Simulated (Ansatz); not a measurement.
## What a trial cell of Ba₃CrP₄ relaxes into

Theory: Ansatz 0.2.0, DFT PBE, scalar-relativistic, plane waves, PAW. Cutoff 420 eV, Γ-centred k mesh, Gaussian smearing, no spin polarisation in the final step.

The start puts Ba₃CrP₄ on the sites of a reported VCu3S4 cell (P-43m, No. 215), with Cr in place of V, Ba in place of Cu, P in place of S, at a guessed volume.

```yaml
crystal:
  lattice:
    - [6.05999, 0.00000, 0.00000]
    - [0.00000, 6.05999, 0.00000]
    - [0.00000, 0.00000, 6.05999]
  atoms:
    - { symbol: Ba, position: [0.50000, 0.00000, 0.00000] }
    - { symbol: Ba, position: [0.00000, 0.50000, 0.00000] }
    - { symbol: Ba, position: [0.00000, 0.00000, 0.50000] }
    - { symbol: Cr, position: [0.00000, 0.00000, 0.00000] }
    - { symbol: P, position: [0.23500, 0.23500, 0.23500] }
    - { symbol: P, position: [0.23500, 0.76500, 0.76500] }
    - { symbol: P, position: [0.76500, 0.76500, 0.23500] }
    - { symbol: P, position: [0.76500, 0.23500, 0.76500] }
```

Cell and atoms relax at zero pressure; the relaxation can't lower the symmetry of the start. After a coarse first stage the cell is made exact in the group found at 0.06 Å.

Formation energies are uncorrected and refer to the elements' standard structures at the same level.

Problem. Which crystal results?

Solution. It keeps P-43m (No. 215), but not the shape of the type it started on. Conventional cell: a = 7.637 Å. Ba is coordinated by 4 P at 3.12 Å and 2 Cr at 3.82 Å; around Cr lie 4 P at 2.19 Å; around P lie 1 Cr at 2.19 Å.

Space group P-43m (No. 215). a = 7.637 Å, b = 7.637 Å, c = 7.637 Å, α = 90.00°, β = 90.00°, γ = 90.00°
```json
{"atom": "Ba", "site": "3d", "symmetry": "-42.m", "x": "0.5000", "y": "0.0000", "z": "0.0000"}
{"atom": "Cr", "site": "1a", "symmetry": "-43m", "x": "0.0000", "y": "0.0000", "z": "0.0000"}
{"atom": "P", "site": "4e", "symmetry": ".3m", "x": "0.1654", "y": "0.1654", "z": "0.1654"}
```

Problem. What are its volume, energy, density and gap?

Solution. The volume per atom is 55.69 Å³. The density is 2.19 g/cm³ and the energy over the elements is -0.627 eV/atom. The gap on the 4×4×4 mesh is 0.81 eV.

The final run used a 4×4×4 mesh on its 8-atom cell and 0.02 eV smearing. A structure relaxed within its symmetry needn't be a true minimum.

Cost: 3 runs of about 12 core-minutes in all, on Arm Neoverse V1 (shared hosts).